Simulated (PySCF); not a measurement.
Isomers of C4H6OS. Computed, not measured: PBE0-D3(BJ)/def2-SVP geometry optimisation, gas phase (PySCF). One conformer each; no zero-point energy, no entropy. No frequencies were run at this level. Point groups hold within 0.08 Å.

Question: Rank from lowest to highest electronic energy at this level (kcal/mol).
A. `[O:1]=[S@:2]1[CH:3]=[CH:4][CH2:5][CH2:6]1` with O1–S2–C3–C4 122°, C3–C4–C5–C6 -15°, C4–C5–C6–S2 24°, O1–S2–C6–C5 -133°
B. `[O:1]=[C:2]1[CH2:3][CH2:4][S:5][CH2:6]1` with O1–C2–C3–C4 -159°, C2–C3–C4–S5 -37°, C3–C4–S5–C6 35°, C4–S5–C6–C2 -23° (tetrahydrothiophen-3-one)
C. `[CH3:1][C:2](=[O:3])[C@H:4]1[CH2:5][S:6]1` with C1–C2–C4–C5 -47°

Answer: B (0.0), C (13.5), A (49.5).

As drawn, the lowest has a C=O bond, which the highest lacks; the highest has an S=O bond and a C=C bond outside aromatic rings, which the lowest lacks.

```
         SMILES      E (Eh)  E rel (kcal/mol)  dipole (D)  point group     A, B, C (MHz)
      O=C1CCSC1  -628.76061               0.0        1.65           C1  5683, 2479, 1824
CC(=O)[C@H]1CS1  -628.73911              13.5        2.26           C1  5651, 1994, 1801
  O=[S@]1C=CCC1  -628.68169              49.5        4.59           C1  6042, 2676, 2083
```
